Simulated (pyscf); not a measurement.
Thermochemistry of product channels of H₂S (SMILES S) + CH₃• (SMILES [CH3]) on the doublet surface, in kcal/mol, from ωB97M-D3(BJ)/def2-TZVP energies (ideal gas, 1 atm, RRHO with modes under 100 cm⁻¹ raised to 100, one conformer, R ln 2 for rigid chiral ones). Structures and frequencies: ωB97X-D3(BJ)/def2-SVP in PySCF.

```
products                                         ΔE  ΔH(298 K)  ΔG(298 K)  ΔG(900 K)
--------------------------------------------  -----  ---------  ---------  ---------
H₃C–SH (SMILES CS) + H• (SMILES [H])          +15.5      +15.8      +18.2      +22.7
•H₂C–SH (SMILES [CH2]S) + H₂ (SMILES [H][H])   +9.2       +7.4       +7.6       +6.9
H₃C–S• (SMILES C[S]) + H₂ (SMILES [H][H])      -1.1       -0.8       +0.7       +3.4
SH• (SMILES [SH]) + CH₄ (SMILES C)            -16.9      -13.6      -12.0       -8.0
```

These are energies of the channels, which say nothing of barriers. Left out: orbital degeneracy and the spin-orbit lowering of SH. The orbital near-degeneracy of the XH₃O or XH₃S radical is left out.
